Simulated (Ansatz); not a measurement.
# SiH₃+ (triplet): the correlation ladder at distance Si1–H3 = 5.866 Å, cc-pVDZ

How much of the correlation energy of SiH₃+ (triplet) does each wave-function method recover here?

The runs use Ansatz 0.2.0, Gaussian basis; cc-pVDZ, core rule «outside noble gas», up to 5 orbitals frozen.

Plan: UHF; CCSD(T) on ROHF; CCSD(T) on UHF; BCCD(T) on ROHF; CISD; CCSDT(Q) on ROHF; CCSDT(Q) on UHF; CASSCF and MRCISD+Q, 4 electrons in 4 orbitals; CASSCF and NEVPT2, 4 electrons in 4 orbitals; CASSCF and MRCISD+Q, 6 electrons in 7 orbitals; CASSCF and MRCISD+Q(relaxed), 6 electrons in 7 orbitals; CASSCF and NEVPT2, 6 electrons in 7 orbitals; Full CI.

15 further runs of the same task are left out: 11 that didn't finish, 4 set aside as unsound or not needed.

## Step 1: The system

The geometry derives from a PBE0/def2-TZVP stationary point (not a proven minimum). One bond is set to the value named and the two fragments are kept rigid.

4 atoms, charge 1, spin multiplicity 3.

Atoms are counted from 1 here; the program's logs count them from 0.

Bond lengths: Si1–H2 1.492 Å, Si1–H4 1.694 Å. Angles: H2–Si1–H4 105.3°.

## Step 2: UHF

Input file in.yaml:

```yaml
crystal:
  periodic: [false, false, false]
  atoms:
    - {symbol: Si, position_ang: [-0.035055, 0.099361, -0.205349]}
    - {symbol: H, position_ang: [-0.035055, -1.193786, -0.950081]}
    - {symbol: H, position_ang: [1.486218, -1.276791, 5.290275]}
    - {symbol: H, position_ang: [-0.474376, -0.298051, 1.381705]}
basis:
  gaussian: {orbitals: cc-pVDZ}
total_charge: 1
magnetization: {spin_polarized: true, initial_magnetization: 2}
hamiltonian: {xc: hf}
output: {orbitals: {seedname: orbitals}}
```

Launch:

```sh
$ ansatz run in.yaml --threads 1 --pin off --events-out ev --progress --plain --max-ram 2393MiB
```

Further steps of the session: CCSD(T) on ROHF; CCSD(T) on UHF; BCCD(T) on ROHF; CISD; CCSDT(Q) on ROHF; CCSDT(Q) on UHF; CASSCF and MRCISD+Q, 4 electrons in 4 orbitals; CASSCF and NEVPT2, 4 electrons in 4 orbitals; CASSCF and MRCISD+Q, 6 electrons in 7 orbitals; CASSCF and MRCISD+Q(relaxed), 6 electrons in 7 orbitals; CASSCF and NEVPT2, 6 electrons in 7 orbitals; Full CI.

Q: Predict the results of all the runs planned. Wanted: FCI from the RHF energy; RMP2 from FCI; UMP2 from FCI; RCCSD from FCI; RCCSD(T) from FCI; UCCSD(T) from FCI; RCCSDT(Q) from FCI; UCCSDT(Q) from FCI; NEVPT2 pair from FCI.

As calculated:

| quantity | value |
| --- | --- |
| FCI from the ROHF energy | -2.4629 eV |
| RMP2 from FCI | +691.6 meV |
| UMP2 from FCI | +686.5 meV |
| RCCSD from FCI | +67.4 meV |
| RCCSD(T) from FCI | +19.5 meV |
| UCCSD(T) from FCI | +19.0 meV |
| RCCSDT(Q) from FCI | +0.1 meV |
| UCCSDT(Q) from FCI | -0.3 meV |
| NEVPT2 pair from FCI | +604.3 meV |
| MRCISD+Q pair from FCI | -10.5 meV |
| NEVPT2 valence from FCI | +411.5 meV |
| levels within 1 kcal/mol (43 meV) | RCCSD(T), UCCSD(T), BCCD(T), RCCSDT, UCCSDT, RCCSDT(Q), UCCSDT(Q), MRCISD+Q pair, MRCISD valence, MRCISD+Q valence, MRCISD+Q(relaxed) valence |
| T1 diagnostic | 0.025 |
| effectively unpaired electrons | 2.04 |

What this shows: RCCSD(T) misses by +19.5 meV, 0.8 % of the correlation energy. MRCISD+Q pair, MRCISD+Q(relaxed) valence fall below full CI: the +Q correction isn't variational, and the cores differ from full CI's. One determinant dominates. Of the multireference levels listed MRCISD+Q valence comes nearest in total energy (+4.6 meV), which doesn't show that its space is the better one. These misses are within one basis, not against nature; the frozen cores of restricted and unrestricted runs differ, which can shift their rows.

Levels on UHF freeze UHF's core orbitals, full CI those of ROHF, so the U rows can settle a little off it for that reason alone.

With open shells the CI space here admits some triples and quadruples, so it is larger than plain CISD.
